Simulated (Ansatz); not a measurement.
Coupled-cluster diagnostics for P₄, Ansatz.

Geometry of the singlet (B3LYP-D4/def2-TZVP):

```
atom   x (Å)   y (Å)   z (Å)
  P1   0.144  -1.248   0.492
  P2  -1.034   0.025  -0.866
  P3   1.131   0.365  -0.639
  P4  -0.241   0.858   1.013
```

Correlated methods freeze 20 core orbitals. The structure comes from a short search, and lower isomers may exist.

Geometry of the charge 0 triplet (B3LYP-D4/def2-TZVP):

```xyz
4

P    -1.389   -0.658    0.529
P     1.316    0.766    0.569
P    -0.484    0.938   -0.681
P     0.557   -1.046   -0.417
```

Geometry of the charge 0 quintet (B3LYP-D4/def2-TZVP):

Cartesian coordinates in Å:
```
P 0.452 0.752 1.425
P -1.692 -1.208 -0.593
P 0.376 -0.777 -0.102
P 0.864 1.233 -0.731
```

Estimate the CCSD(T) correlation energy, the shares of MP2 and (T), T1 and the reference's ⟨S²⟩ for: charge 0, singlet, own geometry in def2-TZVPP; charge 0, singlet, own geometry in def2-TZVPD; charge 0, triplet, own geometry in def2-TZVPP; charge 0, quintet, own geometry in def2-TZVPP; charge 1, doublet, vertical in def2-TZVPP; charge -1, doublet, vertical in def2-TZVPD; and the rough time on 4 threads of Arm Neoverse V1 on a shared host.


```csv
state,basis,correlation (eV),MP2 share (%),(T) share (%),T1,⟨S²⟩ (pure),wall time,remarks
"charge 0, singlet, own geometry",def2-TZVPP,-17.610,90.8,7.1,0.018,0.00 (0.00),6 s,–
"charge 0, singlet, own geometry",def2-TZVPD,-17.520,90.5,7.2,0.018,0.00 (0.00),6.5 s,–
"charge 0, triplet, own geometry",def2-TZVPP,-16.727,87.8,6.8,0.028,2.05 (2.00),17 s,–
"charge 0, quintet, own geometry",def2-TZVPP,-15.628,85.0,6.4,0.033,6.09 (6.00),63 s,–
"charge 1, doublet, vertical",def2-TZVPP,-16.797,89.4,7.2,0.022,0.78 (0.75),17 s,–
"charge -1, doublet, vertical",def2-TZVPD,-18.271,90.4,7.4,0.109,0.79 (0.75),25 s,"HOMO above zero, large T1"
```
Customary marks for T1 are 0.02 (closed shells), 0.045 (open shells) and about 0.05 (3d metals). T1 exceeds 0.02 in 4 of 6 rows and 0.045 in 1; the higher it lies, the less the single-reference result can be trusted.
